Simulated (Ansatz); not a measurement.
The same path of CH$_{4}$BS (7 atoms, charge 0, multiplicity 2) was run 3 times with different band settings. The coordinate that changes most is the dihedral B1–C2–S3–H7.

Method: UKS LDA/def2-SVP (Ansatz 0.2.0).

Relaxed end points:

```xyz
7
Properties=species:S:1:pos:R:3
B -0.983 0.308 -0.650
C 0.132 0.133 0.343
S 1.343 -1.018 0.008
H -1.865 1.124 -0.438
H -0.999 -0.372 -1.667
H 0.235 0.697 1.288
H 2.138 -0.871 1.116
```

```xyz
7
Properties=species:S:1:pos:R:3
B -0.806 0.274 -0.500
C 0.176 0.298 0.636
S 1.558 -0.690 0.732
H -1.777 1.011 -0.505
H -0.608 -0.506 -1.427
H 0.098 0.959 1.521
H 1.359 -1.346 -0.458
```

Common settings: spring 5.0 eV/Å²; start path IDPP; force threshold 0.05 eV/Å; iteration limit 60; end points relaxed.

| run | movable images | climbing image | optimiser |
| --- | --- | --- | --- |
| 1 | 9 | yes | quadratic models (default) |
| 2 | 3 | yes | quadratic models (default) |
| 3 | 9 | from the first iteration | lbfgs |

What does each run give, and how far can it be trusted?

Run 1: converged after 19 iterations, highest image 0.882 eV above the first end. A vibrational analysis at the climbing image gives one clearly imaginary mode, 1198i cm⁻¹: a first-order saddle point.
Run 2: converged after 19 iterations, highest image 0.848 eV above the first end. The order of the stationary point at the top wasn't checked. So few images can step over the top or miss a turn of the path.
Run 3: converged after 43 iterations, highest image 0.896 eV above the first end. The order of the stationary point at the top wasn't checked.
